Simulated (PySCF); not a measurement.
# CHFS₂, a complex of two parts: interaction energy

The task here is to estimate one member of a computed series from the others.

Computed with PySCF 2.14.0; each step states its level. No surroundings beyond the atoms listed, unless a continuum is named. Atoms count from 0, parts from 1.

## The system as given

5 atoms, charge 0, multiplicity 1; geometry: GFN2-xTB. Parts: 1 = atoms 0–2, `S=C=S`, charge 0; 2 = atoms 3–4, `F`, charge 0.

Set-up of the first run:

Job settings and geometry (Å):

```
{"job": {"xc": "PBE0", "basis": "def2-TZVPD", "d3": "d3bj", "grid": 3, "kind": "geom", "shake": 0.01}, "charge": 0, "multiplicity": 1, "parts": [{"atoms": "0-2", "charge": 0, "multiplicity": 1}, {"atoms": "3-4", "charge": 0, "multiplicity": 1}]}
S     -1.662043    -0.738667     0.287859
C     -0.248812    -0.192860     0.071626
S      1.188356     0.329108    -0.142541
F      0.240219     3.158730    -1.308290
H      0.648557     2.384080    -1.002026
```

Launch:

```sh
> OMP_NUM_THREADS=1 python cluster_run.py task.json out
```

The driver reads the jobs from task.json and runs them one after another.

Among the steps run: Relaxing the molecule at PBE0-D3(BJ)/def2-TZVPD; Coupled-cluster interaction energy: CCSD(T) and MP2, 2.40 Å; Coupled-cluster interaction energy: CCSD(T) and MP2, 2.52 Å; Coupled-cluster interaction energy: CCSD(T) and MP2, 2.64 Å; Coupled-cluster interaction energy: CCSD(T) and MP2, 2.28 Å; Coupled-cluster interaction energy: CCSD(T) and MP2, 3.00 Å; Coupled-cluster interaction energy: CCSD(T) and MP2, 2.16 Å; Coupled-cluster interaction energy: CCSD(T) and MP2, 3.60 Å; Coupled-cluster interaction energy: CCSD(T) and MP2, 4.80 Å.

One table of the session follows, with a row left open; its other results are not shown here.

It belongs to the step «Coupled-cluster interaction energy: CCSD(T) and MP2, 4.80 Å». 

| method | interaction energy (kcal/mol) |
| --- | --- |
| HF/aug-cc-pVDZ | -0.135 |
| MP2/aug-cc-pVDZ | -0.167 |
| CCSD/aug-cc-pVDZ | -0.161 |
| CCSD(T)/aug-cc-pVDZ | -0.164 |
| HF/aug-cc-pVQZ | -0.139 |
| MP2/aug-cc-pVQZ | ? |
| SCS-MP2/aug-cc-pVQZ | -0.169 |
| MP2, extrapolated | -0.184 |
| CCSD(T), limit estimate | -0.181 |

Estimate the missing values for MP2/aug-cc-pVQZ.

The run gave: interaction energy (kcal/mol): -0.183. In the column «interaction energy (kcal/mol)» it lies between MP2, extrapolated (-0.184) and CCSD(T), limit estimate (-0.181).
